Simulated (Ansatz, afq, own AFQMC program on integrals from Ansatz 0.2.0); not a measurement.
Two steps: Ansatz 0.2.0 writes the Fock matrix and Cholesky factors of the valence space, and afq projects on them the lowest state that overlaps trial and start.

```yaml
crystal:
  periodic: [false, false, false]
  atoms:
    - {symbol: Ge, position_ang: [-0.032740, 0.000000, 0.262621]}
    - {symbol: N, position_ang: [0.062676, 0.000001, -1.468752]}
    - {symbol: H, position_ang: [0.744252, -1.258240, 0.741897]}
    - {symbol: H, position_ang: [0.744251, 1.258240, 0.741898]}
basis:
  gaussian: {orbitals: cc-pVDZ}
magnetization: {spin_polarized: true, initial_magnetization: 3}
correlation: {method: ccsd_t, electrons: outside_noble_gas, hamiltonian_folder: ham}
```

```sh
$ ansatz run in.yaml --threads 1 --pin off --events-out ev --progress --plain --max-ram 1382MiB
```

afq runs on the folder ham with

```
--method phaseless --trial cisd --walkers 60 --populations 1 --least-time 40 --time-step 0.005 --steps-per-block 50 --equilibration-blocks 28 --max-blocks 300 --target-error 0.0004 --factor-cut 1e-05 --start spin_pure --seed 5980 --release-times 0.24,0.51,0.99,1.62,2.4 --release-step 0.03 --release-every 4 --taylor-order 6
```

Times are imaginary, in 1/Eh. The walk had a cap of 1161 s. Filled inner d shells are frozen with the cores.

```
orbitals 36  electrons 7 4  factors 289 of 549
reference energy -2130.82430068 Eh
CCSD correlation -0.20864751 Eh in 14 cycles, weight of the determinant in the CISD state 0.8964
energy of the start -2131.032638 Eh
 block  time / (1/Eh)  mean weight  energy / Eh
     1     0.250  0.9995  -2131.030598
     2     0.500  1.0002  -2131.032224
     3     0.750  0.9990  -2131.033095
     4     1.000  0.9995  -2131.033366
     5     1.250  0.9980  -2131.033912
     7     1.750  1.0004  -2131.034986
     9     2.250  1.0017  -2131.035691
    13     3.250  0.9997  -2131.038253
    21     5.250  1.0013  -2131.038661
    29     7.250  1.0004  -2131.036299
    37     9.250  0.9998  -2131.040028
    45    11.250  1.0017  -2131.037137
    53    13.250  1.0001  -2131.040681
    61    15.250  0.9963  -2131.041408
    69    17.250  0.9993  -2131.042466
    77    19.250  0.9998  -2131.043098
    85    21.250  1.0017  -2131.039241
    89    22.250  0.9995  -2131.051337
    93    23.250  1.0001  -2131.041229
   101    25.250  0.9989  -2131.041271
   109    27.250  0.9996  -2131.037648
   117    29.250  0.9995  -2131.043762
   125    31.250  0.9994  -2131.040028
   133    33.250  0.9970  -2131.036912
   141    35.250  1.0005  -2131.038296
   149    37.250  1.0009  -2131.035951
   157    39.250  1.0015  -2131.037038
   165    41.250  0.9993  -2131.042185
   173    43.250  0.9990  -2131.039977
   181    45.250  1.0015  -2131.040701
   185    46.250  1.0008  -2131.039623
blocks merged  error / Eh  count
     1  0.000218  160
     2  0.000265  80
     4  0.000287  40
     8  0.000264  20
    16  0.000261  10
released: time / (1/Eh)  energy / Eh  error  mean overlap
  0.24  -2131.038942  0.000283  0.9988
  0.51  -2131.038492  0.000416  1.0101
  0.99  -2131.038758  0.000418  1.0160
  1.62  -2131.039439  0.000509  0.9941
  2.40  -2131.038963  0.000481  0.9951
energy -2131.039498 +/- 0.000287 Eh
(rows thinned)
```

Q: Estimate how long the walk took on 1 thread of Intel(R) Xeon(R) 6975P-C (Granite Rapids), with other jobs on the host.

A: 2.9 min of wall time.

The run passed its tests (sampling time, drift between the halves within three errors, error under three times the target), which doesn't prove that it has relaxed. The second half of the sampling lies above the first by 2.1 errors of their difference, so the energy may still be moving and its error bar be too small.

Against this walk (error 7.8 meV) on the same determinant: CCSD(T) 56.3 meV higher. The error is statistical and leaves out the bias of the constraint. Released to 2.40 1/Eh the energy moves by 15 ± 15 meV (both errors), within twice the noise.

Cautions: constraint bias not in the error; no relativity below Rb; no spin-orbit coupling; inner d shell frozen; lower spins were not checked.

A walk keeps the symmetry of its determinant, which the program's search chose and which needn't be the lowest solution, so a lower state of the same spin and another symmetry isn't excluded.
